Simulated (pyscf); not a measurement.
Single points on ωB97X-D3(BJ)/def2-SVP structures (PySCF, gas phase).

### Question
For the elementary gas-phase step Cl–GeH: (SMILES [Cl][GeH]) [singlet] + H₂ (SMILES [H][H]) → Cl–GeH₃ (SMILES [Cl][GeH3]) (singlet surface; H–H broken, Ge–H, Ge–H formed), what barrier and reaction energy does r²SCAN/def2-TZVP give, measured from the separated reactants?

### Answer
ΔE‡ = 0.95 eV, ΔE = -1.43 eV. ωB97M-D3(BJ)/def2-TZVP gives 1.30 eV and -1.28 eV. Zero-point energy shifts the barrier by +0.10 eV. It is an insertion, with an imaginary mode of 1353i cm⁻¹. The same reactants have a lower exit, to Cl–GeH: [singlet] + H₂ (barrier +0.67 eV at ωB97M-D3(BJ)/def2-TZVP, against +1.30 eV here). One saddle was located; it need not be the lowest between these sides. Elements up to Kr have no core potential and no relativistic terms here.
